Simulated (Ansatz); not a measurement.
**[GeH3···H···N], quartet: the ladder up to UCCSDT(Q)**

Geometry: a point of a hydrogen-transfer path between rigid fragments, not a stationary point.

```
atom    x (Å)    y (Å)    z (Å)
  Ge  -0.5040   0.0000   0.0000
   H  -1.0155   1.4466   0.0000
   H  -1.0155  -0.7233   1.2528
   H  -1.0155  -0.7233  -1.2528
   H   1.0303   0.0000   0.0000
   N   2.7590   0.0000   0.0000
```

Basis cc-pVDZ; Ansatz 0.2.0. Only valence electrons are correlated (noble-gas cores and the filled d shells of p-block atoms frozen), which leaves 13 electrons in 46 orbitals. R marks a restricted (for open shells ROHF) determinant, U an unrestricted one. No spin–orbit coupling is included, and no scalar relativity.

Full CI isn't at hand for all of this; UCCSDT(Q) serves as the reference, and is uncertain by about the last step of the cluster series.

```
UHF ⟨S²⟩                          : 3.759
T1 diagnostic (RCCSD)             : 0.0156
largest doubles amplitude (RCCSD) : 0.034
T1 diagnostic (UCCSD)             : 0.0104
```

Q: From what is known of these methods and the diagnostics, rank them by the size of their error in total energy against UCCSDT(Q) in cc-pVDZ, smallest first (an estimate: the text doesn't fix the numbers).
A. UCCSD
B. UHF
C. UCCSD(T)
D. UMP2
E. UCCSDT

A: E (3 meV), C (25 meV), A (124 meV), D (1375 meV), B (6522 meV).

All errors are against UCCSDT(Q) in cc-pVDZ. Within each family the higher level lies nearer, as is usual though not guaranteed.
